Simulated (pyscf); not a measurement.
Four-centre exchange: `[BH2][OH]` + `[NH3]` → `[BH2][OH]` + `[NH3]`

Gas phase, singlet surface, charge 0. Bonds broken: B1–H7, H3–N6. Bonds formed: B1–H3, N6–H7. Structures and frequencies: ωB97X-D3(BJ)/def2-SVP in PySCF. Correlated levels are frozen-core, on RHF or UHF. ΔMP2 is the change of the MP2 total energy from the triple- to the quadruple-zeta basis.

Transition state (Å):

```xyz
9

B     -1.6957    -0.5616     0.2468
O     -1.7808    -0.9271     1.5765
H      0.1196    -0.0831    -0.9653
H     -2.6993    -0.9959    -0.3398
H     -1.0129    -0.6096     2.0593
N      0.2538     0.9294    -1.3206
H     -0.5983     1.1414    -0.6877
H      0.0485     1.0320    -2.3221
H      1.1357     1.3795    -1.0433
```

One imaginary mode, 1063i cm⁻¹; descent along it reached the two sides named, in the forms told below.

| bond | change | reactant side (Å) | saddle | product side |
|---|---|---|---|---|
| B1–H7 | breaks | 1.227 | 2.231 | 3.4 |
| H3–N6 | breaks | 1.021 | 1.081 | 2.9 |
| B1–H3 | forms | 3.4 | 2.235 | 1.236 |
| N6–H7 | forms | 3.0 | 1.082 | 1.020 |

Electronic energies relative to the separated reactants (kcal/mol):

```json
[
 {"level": "ωB97X-D3(BJ)/def2-TZVP", "barrier": "84.8", "reaction energy": "0.0", "reverse barrier": "84.8"},
 {"level": "PBE/def2-TZVP", "barrier": "73.6", "reaction energy": "0.0", "reverse barrier": "73.6"},
 {"level": "r²SCAN/def2-TZVP", "barrier": "81.0", "reaction energy": "0.0", "reverse barrier": "81.0"},
 {"level": "B3LYP-D3(BJ)/def2-TZVP", "barrier": "80.8", "reaction energy": "0.0", "reverse barrier": "80.8"},
 {"level": "PBE0-D3(BJ)/def2-TZVP", "barrier": "78.7", "reaction energy": "0.0", "reverse barrier": "78.7"},
 {"level": "M06-2X/def2-TZVP", "barrier": "84.8", "reaction energy": "0.0", "reverse barrier": "84.8"},
 {"level": "ωB97M-D3(BJ)/def2-TZVP", "barrier": "82.3", "reaction energy": "0.0", "reverse barrier": "82.3"},
 {"level": "HF/def2-TZVP", "barrier": "99.2", "reaction energy": "0.0", "reverse barrier": "99.2"},
 {"level": "MP2/def2-QZVPP", "barrier": "86.0", "reaction energy": "0.0", "reverse barrier": "86.0"},
 {"level": "CCSD/def2-TZVPP", "barrier": "86.7", "reaction energy": "0.0", "reverse barrier": "86.7"},
 {"level": "CCSD(T)/def2-TZVPP", "barrier": "83.9", "reaction energy": "0.0", "reverse barrier": "83.9"},
 {"level": "CCSD(T)/def2-TZVPP + ΔMP2(QZVPP)", "barrier": "84.3", "reaction energy": "0.0", "reverse barrier": "84.3"}
]
```

With CCSD(T)/def2-TZVPP + ΔMP2(QZVPP) energies and thermal terms (ideal gas, 1 atm, RRHO with modes under 100 cm⁻¹ raised to 100, one conformer, R ln 2 for rigid chiral ones), in kcal/mol:

```tsv
T (K)	ΔH‡	ΔG‡	ΔH	ΔG
298	83.3	91.9	0.0	0.0
600	83.7	100.5	0.0	0.0
900	84.3	108.7	0.0	0.0
1200	85.1	116.8	0.0	0.0
```

On the reactant side the descent ends in a bound adduct (not fully relaxed), 9.6 kcal/mol under the separated species and 94.4 kcal/mol under the saddle at ωB97X-D3(BJ)/def2-TZVP. On the product side the descent ends in a bound adduct (not fully relaxed), 9.5 kcal/mol under the separated species and 94.3 kcal/mol under the saddle at ωB97X-D3(BJ)/def2-TZVP. The same reactants have a lower exit, to H₂B–NH₂ + H₂O (barrier +11.4 kcal/mol at ωB97M-D3(BJ), against +82.3 kcal/mol here). One saddle was located; it need not be the lowest between these sides. The CCSD(T) − MP2 part came from Ansatz, without density fitting, on the same reference.
